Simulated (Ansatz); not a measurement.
**SiNH₄ (doublet): the correlation ladder at distance N1–H4 along a hydrogen transfer = 1.104 Å, cc-pVDZ**

The task here is to estimate one member of a computed series from the others.

The runs use Ansatz 0.2.0, Gaussian basis; cc-pVDZ, core rule «outside noble gas», up to 6 orbitals frozen.

To be run: UHF; CCSD(T) on ROHF; CCSD(T) on UHF; BCCD(T) on ROHF; CISD; CCSDT(Q) on ROHF; CCSDT(Q) on UHF; CASSCF and MRCISD+Q, 3 electrons in 3 orbitals; CASSCF and NEVPT2, 3 electrons in 3 orbitals.

11 further runs of the same task are left out: 10 that didn't finish, 1 set aside as unsound or not needed.

**The system**

The geometry derives from fragments relaxed apart (PBE0/def2-TZVP) and kept rigid, so it is no stationary point. A hydrogen atom is moved between rigid fragments.

6 atoms, charge 0, spin multiplicity 2.

Atoms are counted from 1 here; the program's logs count them from 0.

Bond lengths: N1–H2 1.012 Å, N1–H3 1.012 Å, N1–H4 1.104 Å, H4–Si5 1.668 Å, Si5–H6 1.532 Å. Angles: H2–N1–H3 107.1°, H2–N1–H4 107.1°, H3–N1–H4 107.1°, N1–H4–Si5 180.0°, H4–Si5–H6 105.0°.

As a file:

```xyz
6
H4NSi
N    -1.7683    0.0200   -0.0192
H    -2.0656    0.9878   -0.0192
H    -2.0656   -0.3823    0.8610
H    -0.6643    0.0200   -0.0192
Si    1.0037    0.0200   -0.0192
H     1.4002   -1.4595   -0.0192
```

Set-up of the first run:

The input, in.yaml:

```yaml
crystal:
  periodic: [false, false, false]
  atoms:
    - {symbol: N, position_ang: [-1.768280, 0.019973, -0.019236]}
    - {symbol: H, position_ang: [-2.065560, 0.987807, -0.019236]}
    - {symbol: H, position_ang: [-2.065559, -0.382326, 0.861023]}
    - {symbol: H, position_ang: [-0.664280, 0.019973, -0.019236]}
    - {symbol: Si, position_ang: [1.003720, 0.019973, -0.019236]}
    - {symbol: H, position_ang: [1.400154, -1.459540, -0.019236]}
basis:
  gaussian: {orbitals: cc-pVDZ}
magnetization: {spin_polarized: true, initial_magnetization: 1}
hamiltonian: {xc: hf}
output: {orbitals: {seedname: orbitals}}
```

The run is started by

```sh
ansatz run in.yaml --threads 1 --pin off --events-out ev --progress --plain --max-ram 2393MiB
```

Steps of the session up to this table: UHF; CCSD(T) on ROHF; CCSD(T) on UHF; BCCD(T) on ROHF; CISD; CCSDT(Q) on ROHF; CCSDT(Q) on UHF; CASSCF and MRCISD+Q, 3 electrons in 3 orbitals; CASSCF and NEVPT2, 3 electrons in 3 orbitals.

One of the session's tables, all rows but one given; the rest of the session is left out.

It belongs to the step «Misses and costs». 

```
       method  from UCCSDT(Q) (meV)
         ROHF               +8647.8
          UHF               +8527.9
         RMP2               +1278.3
         UMP2               +1297.7
         CISD               +1047.3
        RCCSD                +265.2
        UCCSD                +262.4
     RCCSD(T)                 +44.5
     UCCSD(T)                 +44.6
      BCCD(T)                 +43.8
       RCCSDT                     ?
       UCCSDT                 +16.7
    RCCSDT(Q)                  +0.5
    UCCSDT(Q)                     0
  CASSCF pair               +8064.2
  MRCISD pair                +931.4
MRCISD+Q pair                +120.4
```

Estimate the missing values for RCCSDT.

The run gave: from UCCSDT(Q) (meV): +16.9. In the column «from UCCSDT(Q) (meV)» it lies between UCCSDT (+16.7) and BCCD(T) (+43.8).

Not comparable, so not listed: CASSCF and NEVPT2, 3 electrons in 3 orbitals (they don't share determinant, frozen orbitals or solution with the rows shown, or repeat one).

To keep in mind: Restricted and unrestricted rows rest on different reference determinants; where their highest levels disagree by more than a few hundredths of an eV, they describe different states and don't form one ladder. Warnings in the runs' records: passed over end.
